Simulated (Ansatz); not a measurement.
Born–Oppenheimer molecular dynamics of CH4O2 (7 atoms, charge 0, multiplicity 1). It starts from a relaxed structure.

Theory: Ansatz, RKS PBE0-D4/def2-SVP.

| Item | Value |
| --- | --- |
| ensemble | NVE (velocity Verlet) |
| time step | 0.5 fs |
| steps asked | 250 |
| starting velocities drawn for | 300 K |
| seed | 313582 |

First frame:

```xyz
7
Properties=species:S:1:pos:R:3
O -1.170 -0.445 -0.120
C -0.048 0.248 0.319
O 1.129 -0.492 0.313
H -1.141 -0.516 -1.080
H 0.080 1.192 -0.255
H -0.241 0.506 1.370
H 1.453 -0.562 -0.591
```

Question: How far do the bonds stretch over the last three quarters of this one trajectory? (Pairs bonded in most of those frames.)

Answer: 
```json
{"bond": "O1–C2", "mean (Å)": "1.396", "spread (Å)": "0.030", "shortest": "1.35", "longest": "1.44"}
{"bond": "O1–H4", "mean (Å)": "0.963", "spread (Å)": "0.005", "shortest": "0.95", "longest": "0.97"}
{"bond": "C2–O3", "mean (Å)": "1.388", "spread (Å)": "0.027", "shortest": "1.35", "longest": "1.44"}
{"bond": "C2–H5", "mean (Å)": "1.113", "spread (Å)": "0.013", "shortest": "1.09", "longest": "1.14"}
{"bond": "C2–H6", "mean (Å)": "1.103", "spread (Å)": "0.028", "shortest": "1.06", "longest": "1.14"}
{"bond": "O3–H7", "mean (Å)": "0.964", "spread (Å)": "0.007", "shortest": "0.95", "longest": "0.97"}
```

Mean temperature of the second half: 149 K. The conserved energy stayed within 0.14 meV per atom of its start (net change 0.12 meV per atom), so the integration is sound. The temperature averaged 0.50 of the 300 K drawn at the start: a run that starts near a minimum puts about half its kinetic energy into the potential. A run of 0.12 ps of so small a system gives no equilibrium averages.

Run time: 3.9 min on 1 thread of Arm Neoverse V2 (shared host), peak memory 0.1 GiB.
